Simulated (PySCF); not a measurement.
# C5H7F: the cost of one run

Computed with PySCF 2.14.0, with density-fitted response routines of our own, on a single molecule in the gas phase. Atoms count from 0, in the outputs and in this text.

## Step 1: The starting structure

13 atoms, charge 0, multiplicity 1; geometry from: GFN2-xTB. The atoms were then displaced at random by about 0.01 Å, so the start is not that level's minimum.

Bonds of the start (Å): C0–C1 1.29, C1–C2 1.49, C2–C3 1.54, C3–C4 1.28, C4–F5 1.34, C0–H6 1.09, C0–H7 1.08, C1–H8 1.11, C2–H9 1.07, C2–H10 1.11, C3–H11 1.08, C4–H12 1.07.

## Step 2: Relaxing the molecule at PBE0-D3(BJ)/def2-SVP

What the job is given:

```
{"job": {"xc": "PBE0", "basis": "def2-SVP", "d3": "d3bj", "grid": 1, "shake": 0.01, "kind": "geom"}, "charge": 0, "multiplicity": 1}
C     -2.331170     0.215540     0.106060
C     -1.133800     0.052530     0.556960
C     -0.048880    -0.615390    -0.219540
C      1.131970     0.347780    -0.452080
C      2.336020     0.168430    -0.042100
F      2.723310    -0.912310     0.651680
H     -3.102160     0.726360     0.688460
H     -2.632610    -0.089950    -0.883660
H     -0.851690     0.409920     1.564810
H     -0.418670    -0.963090    -1.162100
H      0.333170    -1.476000     0.360440
H      0.868360     1.250840    -0.980970
H      3.131980     0.868450    -0.198290
```

Launch:

```
OMP_NUM_THREADS=1 python probes_run.py task.json out
```

This one command runs all jobs of the session in turn.

**Question.** How long does this first job take on 1 thread of Intel Xeon Platinum 8488C, shared host, and how much memory does it need?

About 68 s, with a peak of 0.52 GiB.
